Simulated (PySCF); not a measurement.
Molecule: `[BH3-][PH3+]`, BH6P.

Bonds (- single, = double, # triple, : aromatic): B1-P2 1.923 Å. B1 carries H3, H4, H5; P2 carries H6, H7, H8. Formal charges: B1 -1, P2 +1.

Geometry PBE0-D3(BJ)/def2-SVP throughout; GIAO in PySCF 2.14, gas phase, one conformer, non-relativistic; equivalent atoms averaged; functional PBE0.

For orientation, 6-31G gives these absolute shieldings σ: B1 159.7, P2 548.4, H6/H7/H8 29.21, H3/H4/H5 30.95 ppm.

A run gave: B1 159.4, P2 485.5, H6/H7/H8 27.87, H3/H4/H5 30.71 ppm (absolute shieldings σ).

Task: Which basis set was used in that run?
A. 6-311+G(2d,p)
B. def2-TZVP
C. def2-SVP
D. 6-31G*
E. STO-3G

Result: D. P2 tells them apart best: 6-31G* gives 485.5, 6-311+G(2d,p) gives 439.9, STO-3G gives 700.6, def2-SVP gives 526.9, def2-TZVP gives 422.9 ppm.
